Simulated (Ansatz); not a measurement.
Which method gave which barrier?

Saddle point of SiPH₇, closed shell (SiH₄ + PH₃ → SiPH₅ ([SiH3][PH2]) + H₂; bonds formed: Si1–P7, H2–H6; bonds broken: Si1–H2, H6–P7), PBE0-D4/def2-TZVP structure:

```xyz
9
angstrom
Si -0.8633 0.6161 -0.3183
H -0.5344 -1.1513 -0.5354
H -1.2697 0.6807 -1.7548
H -1.9912 0.3132 0.5992
H -0.4655 2.0390 -0.0565
H 0.1826 -1.6147 0.3055
P 1.0236 -0.3863 0.7296
H 2.1816 0.0255 1.5108
H 1.7362 -0.5224 -0.4802
```

Ansatz 0.2.0; basis: def2-TZVPP, with def2-QZVPP for the basis limit; cores frozen in the correlated methods. Extrapolation: Hartree–Fock as exp(−7.88 √X), correlation as X^−2.97. Four methods, as single points on the PBE0-D4 structures, gave these electronic barriers from the start structure: 54.87, 56.81, 64.95, 85.55 kcal/mol.

(1) The methods were, in alphabetical order, BLYP-D4, CCSD(T), HF, r2SCAN-D4. Which gave which? (A judgement: the text doesn't fix the answer.)

T1 diagnostic: at most 0.015.

Results:

(1) The calculation gives: r2SCAN-D4 54.87; BLYP-D4 56.81; CCSD(T) 64.95; HF 85.55 kcal/mol. For comparison, CCSD(T) at an estimated basis limit (MP2 extrapolated from triple and quadruple zeta, plus CCSD(T) − MP2 in triple zeta) gives 63.11 kcal/mol.

Labels in which every atom is bracketed show which atoms are joined, not bond orders.

For scale, one of the runs: CCSD(T)/def2-TZVPP, 182 basis functions, launched by `ansatz run in.yaml --threads 2 --pin off --events-out ev --progress --plain --max-ram 4352MiB`. Hardware: 2 CPU threads of an Intel Xeon, shared host. Wall time 18 s; peak host memory 1.7 GiB.
